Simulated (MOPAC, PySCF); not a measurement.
C$_{4}$H$_{10}$, SMILES `C(C)CC` (C–C–C–C torsion 180°), neutral singlet in the gas phase. 

Z-matrix (Å, degrees):
```
C
H 1 1.0952
H 1 1.0952 2 106.04
C 1 1.5258 2 109.60 3 -118.22
H 4 1.0915 1 111.57 2 57.99
H 4 1.0928 5 107.74 1 122.14
H 4 1.0928 5 107.74 6 115.73
C 1 1.5272 2 109.09 3 117.37
H 8 1.0952 1 109.09 2 -180.00
H 8 1.0952 9 106.04 1 117.37
C 8 1.5258 9 109.60 10 118.22
H 11 1.0915 8 111.57 9 -57.99
H 11 1.0928 12 107.74 8 -122.14
H 11 1.0928 12 107.74 13 -115.73
```
Charge 0, spin multiplicity 1.

All levels are single points at this geometry (B3LYP-D3(BJ)/def2-TZVP); Pople sets use spherical d functions. Orbital energies aren't observables, and empty levels follow the basis.

```csv
level,HOMO (eV),LUMO (eV),gap (eV),dipole (D),"vertical IE, Delta-SCF (eV)"
B3LYP-D3(BJ)/def2-TZVP in PySCF,-8.83,0.94,9.77,0.00,11.18
PBE-D3(BJ)/def2-TZVP in PySCF,-7.59,0.49,8.08,0.00,–
B3LYP/3-21G in PySCF,-8.60,3.26,11.86,0.00,–
M06-2X/6-31G* in PySCF,-10.21,3.73,13.94,0.00,–
PBE/6-31G* in PySCF,-7.42,2.01,9.43,0.00,10.54
SVWN5/6-31G* in PySCF,-7.38,1.78,9.16,0.00,–
HF/STO-3G in PySCF,-11.41,16.29,27.70,0.00,–
PM6 in MOPAC,-11.15,4.21,15.36,0.00,–
PM7 in MOPAC,-11.18,4.14,15.32,0.00,–
```
